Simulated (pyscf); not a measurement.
PySCF, gas phase, ωB97X-D3(BJ)/def2-SVP geometries.

Problem. For the elementary gas-phase step [H₂C–Zr(Cl)(Cl)–Cl]• + H₂ -> H₃C–Zr(Cl)(Cl)–Cl + H• (doublet surface; H–H broken, C–H formed), what barrier and reaction energy does ωB97M-D3(BJ)/def2-TZVP give, measured from the separated reactants?

Solution. ΔE‡ = 13.2 kcal/mol, ΔE = +4.0 kcal/mol. Zero-point energy shifts the barrier by +0.3 kcal/mol. It is a hydrogen abstraction, with an imaginary mode of 1504i cm⁻¹. One saddle was located; it need not be the lowest between these sides. The angle at the transferred H is 169°. Open-shell species with a d-block atom are single-reference here; other states, and whether the spin sits on metal or ligand, were not checked. Elements past Kr carry the def2 core potentials, without spin-orbit coupling.
